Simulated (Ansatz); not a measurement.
Geometry optimisation, Ansatz, RKS PBE/def2-TZVP.

Input file:

```yaml
crystal:
  periodic: [false, false, false]
  atoms:
    - { symbol: B, position_ang: [0.0, 0.0, 0.0] }
    - { symbol: F, position_ang: [0.0, 0.0, 1.67] }
    - { symbol: H, position_ang: [1.0305, 0.0, -0.595] }
    - { symbol: H, position_ang: [-1.0305, 0.0, -0.595] }
    - { symbol: "N", position_ang: [0.0773, -1.7539, 0.5833] }
    - { symbol: H, position_ang: [-0.441, -2.5119, 0.0539] }
    - { symbol: H, position_ang: [0.64, -2.0009, 1.4471] }
    - { symbol: H, position_ang: [0.0473, -1.0728, 1.5337] }
basis:
  gaussian: { orbitals: def2-TZVP }
hamiltonian:
  xc: pbe
relax:
  f_tol: 0.15
  max_steps: 25
  restrain:
    - { distance: [0, 4], at: 2.75, k: 30.0 }
    - { distance: [7, 1], at: 2.12, k: 30.0 }
    - { distance: [0, 1], at: 1.32, k: 30.0 }
    - { distance: [7, 4], at: 1.06, k: 30.0 }
```

Launched with:

```bash
$ ansatz run input.yaml --threads 4 --pin off --max-ram 5120MiB --backend cpu --events-out ev --progress --plain --runs-dir out
```

Q: Where does it end, and by what steps?

A: The forces met the threshold. The restraints hold the end off the free minimum; the threshold counts their pulls, which the force column leaves out. Restrained pairs: B1–N5 (1.85 → 2.74 Å), F2–H8 (1.08 → 2.13 Å), B1–F2 (1.67 → 1.34 Å), N5–H8 (1.17 → 1.04 Å). After 10 steps the energy has fallen by 3.646 eV (the restraints' own energy left out); H7 moved furthest, 0.81 Å.

```csv
step,energy less start (eV),largest force component (eV/Å),accepted
0,0.0000,5.547,yes
1,-0.4297,3.698,yes
2,-0.8836,4.119,yes
3,-1.7283,3.352,yes
4,-2.8503,3.815,yes
5,-3.3498,2.819,yes
6,-3.5651,1.641,yes
7,-3.6231,0.998,yes
8,-3.5980,1.043,no
9,-3.6406,0.817,yes
10,-3.6462,0.727,yes
```

```xyz
8
Properties=species:S:1:pos:R:3
B 0.019 0.430 -0.057
F -0.204 0.582 1.251
H 1.150 0.552 -0.450
H -0.940 0.304 -0.773
N 0.117 -2.168 0.798
H -0.617 -2.866 0.673
H 0.968 -2.648 1.094
H -0.170 -1.525 1.563
```

The run took 8.1 s on 4 threads of Arm Neoverse V2, on a shared host, peak memory 0.17 GiB.
